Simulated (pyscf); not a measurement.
Thermochemistry of product channels of H₂N–SiH₂–NH₂ + H₂O on the singlet surface, in eV, from ωB97M-D3(BJ)/def2-TZVP energies (ideal gas, 1 atm, RRHO with modes under 100 cm⁻¹ raised to 100, one conformer, R ln 2 for chiral ones without a mode under 150 cm⁻¹). Structures and frequencies: ωB97X-D3(BJ)/def2-SVP in PySCF.

```json
[
 {"products": "H₂N–SiH(NH₂)–OH + H₂", "ΔE": "-1.06", "ΔH(298 K)": "-1.17", "ΔG(298 K)": "-1.08", "ΔG(600 K)": "-1.01"},
 {"products": "NH₃ + H₂N–SiH₂–OH", "ΔE": "-0.50", "ΔH(298 K)": "-0.48", "ΔG(298 K)": "-0.49", "ΔG(600 K)": "-0.49"}
]
```

These are energies of the channels, which say nothing of barriers.
